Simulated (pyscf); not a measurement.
**Substitution at C: H₃C–OH₂⁺ + water (H₂O) -> H₃C–OH₂⁺ + water (H₂O)**

Gas phase, singlet surface, charge 1. Bonds broken: C1–O2. Bonds formed: C1–O8. PySCF, gas phase, ωB97X-D3(BJ)/def2-SVP geometries. Correlated levels are frozen-core, on RHF or UHF. ΔMP2 is the change of the MP2 total energy from the triple- to the quadruple-zeta basis.

Transition state (Å):

```xyz
10

C     -0.7160     0.0749    -0.1732
O      0.3495     0.3180     1.4537
H      0.1817    -0.2690    -0.6832
H     -0.9842     1.1288    -0.2109
H     -1.3331    -0.6398     0.3676
H     -0.1035     0.5867     2.2685
H      1.1535     0.8578     1.3932
O     -1.7163    -0.1931    -1.8371
H     -1.6601    -1.0620    -2.2652
H     -2.6502     0.0686    -1.8637
```

One imaginary mode, 453i cm⁻¹; descent along it reached the two sides named, in the forms told below.

| bond | change | reactant side (Å) | saddle | product side |
|---|---|---|---|---|
| C1–O2 | breaks | 1.521 | 1.960 | 2.6 |
| C1–O8 | forms | 2.6 | 1.960 | 1.521 |

Electronic energies relative to the separated reactants (kJ/mol):

```csv
level,barrier,reaction energy,reverse barrier
ωB97X-D3(BJ)/def2-TZVP,-5.6,0.0,-5.6
PBE/def2-TZVP,-20.2,0.0,-20.2
r²SCAN/def2-TZVP,-19.0,0.0,-19.0
B3LYP-D3(BJ)/def2-TZVP,-17.8,0.0,-17.8
PBE0-D3(BJ)/def2-TZVP,-8.2,0.0,-8.2
M06-2X/def2-TZVP,0.4,0.0,0.4
ωB97M-D3(BJ)/def2-TZVP,-10.0,0.0,-10.0
HF/def2-TZVP,8.9,0.0,8.9
MP2/def2-QZVPP,4.4,0.0,4.4
CCSD/def2-TZVPP,3.4,0.0,3.4
CCSD(T)/def2-TZVPP,-1.4,0.0,-1.4
CCSD(T)/def2-TZVPP + ΔMP2(QZVPP),0.8,0.0,0.8
```

With CCSD(T)/def2-TZVPP + ΔMP2(QZVPP) energies and thermal terms (ideal gas, 1 atm, RRHO with modes under 100 cm⁻¹ raised to 100, one conformer, R ln 2 for chiral ones without a mode under 150 cm⁻¹), in kJ/mol:

```
T (K)   ΔH‡    ΔG‡   ΔH   ΔG
-----  ----  -----  ---  ---
298     0.8   39.4  0.0  0.0
600     4.2   77.2  0.0  0.0
900     7.6  112.9  0.0  0.0
1200   10.5  147.6  0.0  0.0
```

On the reactant side the descent ends in a bound adduct, 49.6 kJ/mol under the separated species and 44.0 kJ/mol under the saddle at ωB97X-D3(BJ)/def2-TZVP. On the product side the descent ends in a bound adduct, 49.5 kJ/mol under the separated species and 43.9 kJ/mol under the saddle at ωB97X-D3(BJ)/def2-TZVP. At ωB97X-D3(BJ), PBE, r²SCAN, B3LYP-D3(BJ), PBE0-D3(BJ), ωB97M-D3(BJ), CCSD(T) the saddle lies under the separated reactants, which points to a path from their complex (located at ωB97X-D3(BJ) alone). At ωB97X-D3(BJ), PBE, r²SCAN, B3LYP-D3(BJ), PBE0-D3(BJ), ωB97M-D3(BJ), CCSD(T) the saddle lies under the separated products, which points to a path from their complex (located at ωB97X-D3(BJ) alone). One saddle was located; it need not be the lowest between these sides. The angle at the attacked C is 178°. The CCSD(T) − MP2 part came from Ansatz, without density fitting, on the same reference.
